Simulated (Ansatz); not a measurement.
**CH4, triplet: from triple and quadruple zeta to the limit**

```xyz
5

H    -1.9726    0.0000    0.0000
H    -1.0186    0.0000    0.0000
C     0.1554    0.0000    0.0000
H     0.5698    0.0000    0.9962
H     0.5698    0.0000   -0.9962
```

Ansatz 0.2.0, UHF determinant, valence electrons correlated. Energies in eV.

```tsv
set	X	functions	Hartree–Fock	MP2 correlation	CCSD(T) correlation	time
def2-TZVPP	3	87	-1089.5763	-4.5093	-5.3238	2.6 s on 1 × NVIDIA H100 80GB HBM3 with 1 thread of AMD EPYC 7R13 Processor (Zen 3), on a shared host
def2-QZVPP	4	177	-1089.6388	-4.7983	-5.5731	4 s on 1 × NVIDIA H100 80GB HBM3 with 1 thread of AMD EPYC 7R13 Processor (Zen 3), with other jobs on the host
```

Hartree–Fock is taken to follow E(X) = E∞ + A·exp(−7.88·√X), correlation E(X) = E∞ + B·X^−2.97.

Cautions: lower spins were not checked.

Q: Work out the CCSD(T) energy at the limit, and how far the shortcut misses it that extrapolates MP2 and adds CCSD(T) minus MP2 from the smaller set.

A: Hartree–Fock: E∞ = E4 + 0.1377·(E4 − E3) = -1089.6474. Correlation: E∞ = E4 + 0.7407·(E4 − E3) = -5.7578 for CCSD(T) and -5.0123 for MP2. The limit is -1095.4052 eV, 0.193 eV below def2-QZVPP. The shortcut gives a correlation energy of -5.0123 + (-0.8144) = -5.8267, 69 meV lower than the direct value.
